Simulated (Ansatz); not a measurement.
Other spins and charges of CF$_{2}$, triplet at one geometry

Geometry (PBE0/def2-TZVP stationary point for this spin, not checked as a minimum):

```yaml
atoms:
  - { symbol: C, position_ang: [0.0000, -0.5009, 0.0000] }
  - { symbol: F, position_ang: [0.0000, 0.1583, -1.1304] }
  - { symbol: F, position_ang: [0.0000, 0.1583, 1.1304] }
```

Basis cc-pVDZ; Ansatz 0.2.0. Correlated methods freeze the noble-gas cores. Prefix R: restricted or restricted open-shell reference; prefix U: unrestricted. Active spaces: valence = (14e, 10o, short of the full valence) chosen from the atoms' valence shells.

Gaps are energies of the second state less the first, at fixed atoms, for a selection of the levels run; each method lands on the state that its own search finds for that charge and spin.

For open shells CISD is restricted-active-space CI with the open shells as a complete middle space.

**Question.** PBE gives 8.874 eV for removing an electron, to the doublet. Estimate what UCCSDT(Q) gives in cc-pVDZ.

**Answer.** UCCSDT(Q) in cc-pVDZ gives 8.883 eV, so against it PBE is off by -0.009 eV.

```
                 level  gap (eV)  error (meV)
                  RMP2     8.956           73
                  CISD     9.248          365
                 RCCSD     9.085          202
                 UCCSD     9.086          203
                UCCSDT     8.898           15
CASSCF (valence space)     7.874        -1009
MRCISD (valence space)     8.733         -150
                r2SCAN     9.322          439
               wB97M-V     9.036          153
```

In so small a basis the reference is far from its limit while semilocal and hybrid functionals are nearer theirs, so the functionals' errors here hold much of the reference's basis and frozen-core error, which can add to them or hide them.

Full CI isn't at hand for all of this; UCCSDT(Q) serves as the reference, and is uncertain by about the last step of the cluster series. The frozen core follows each run's orbitals, which can shift R against U totals by a few meV.
